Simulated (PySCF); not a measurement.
Potential energy of Mg₂ along the bond

Set-up: basis Mg 3-21G; no relativity; PySCF 2.14. Energies in eV from Mg + Mg in their ground configurations at the same level. State: ¹Σg⁺ (singlet), closed shell.

All columns are r²SCAN.

| R (Å) | E (eV) | HOMO (eV) | LUMO (eV) | Mayer bond order | ⟨S²⟩ |
| --- | --- | --- | --- | --- | --- |
| 3.172 | -0.109 | -4.07 | -1.97 | 0.47 | 0.00 |
| 3.319 | -0.133 | -4.15 | -1.90 | 0.41 | 0.00 |
| 3.467 | -0.141 | -4.21 | -1.87 | 0.36 | 0.00 |
| 3.577 | -0.141 | -4.26 | -1.87 | 0.33 | 0.00 |
| 3.688 | -0.137 | -4.31 | -1.87 | 0.29 | 0.00 |
| 3.799 | -0.131 | -4.35 | -1.87 | 0.26 | 0.00 |
| 3.946 | -0.122 | -4.40 | -1.86 | 0.22 | 0.00 |
| 4.131 | -0.108 | -4.46 | -1.84 | 0.17 | 0.00 |
| 4.352 | -0.091 | -4.53 | -1.80 | 0.12 | 0.00 |
| 4.647 | -0.072 | -4.60 | -1.75 | 0.08 | 0.00 |

Closed-shell solutions of metal pairs were not tested for spin polarisation, which can lower them a little. The bond is weak. Basis-set superposition, not corrected here, can be much of De in a small basis, most of all at correlated wavefunction levels. Functionals without a dispersion term scatter widely for such bonds, and LDA overbinds them. 3-21G is very small, so such numbers show the basis as much as the molecule.
